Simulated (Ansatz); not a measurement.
Reaction (hydrogen abstraction from a B–H bond): `NBCl` + Cl• → `N[B]Cl`• + HCl

Program: Ansatz. Geometries: PBE0-D4/def2-TZVP. ΔE: electronic, gas phase. CCSD(T)/CBS is the MP2 limit (def2-TZVPP, def2-QZVPP) plus CCSD(T) − MP2 in def2-TZVPP, frozen cores. This one scheme is used for every species, atoms too. Functionals use def2-TZVPP. B3LYP here is the variant with VWN-RPA as its local correlation; programs differ in this. No spin–orbit coupling; open shells (•) take unrestricted orbitals. Spin–orbit coupling would lower the free atoms: a little for Cl. Each species was taken in one conformer, which may not be the lowest.

| level | ΔE (kJ/mol) |
| --- | --- |
| PBE0-D4 | 10.5 |
| r2SCAN0-D4 | 10.1 |
| CAM-B3LYP-D4 | 26.9 |
| B3LYP | 23.3 |
| LC-ωPBE | 18.2 |
| RPA@PBE/def2-TZVPP | 47.6 |
| CCSD(T)/def2-SVP | 41.3 |
| MP2/def2-QZVPP | 12.4 |

(1) What does CCSD(T)/CBS give? (Estimate.)

Largest T1 diagnostic among the species: 0.014.

Results:

(1) Computed: +20.7 kJ/mol. The listed levels differ from it by -10.2, -10.6, 6.2, 2.6, -2.5, 26.9, 20.6, -8.3 kJ/mol.

From PBE to PBE0 (25 % exact exchange), in def2-TZVPP and without D4, ΔE moves by +9.8 kJ/mol. In def2-TZVPP, CCSD(T) changes the Hartree–Fock value by −26.3 kJ/mol (the triples alone add −4.7 kJ/mol) and MP2 by −37.0 kJ/mol.

CCSD(T)/CBS has its own doubt, a few kJ/mol and more with outer-core shells, so smaller differences from it don't rank the levels.
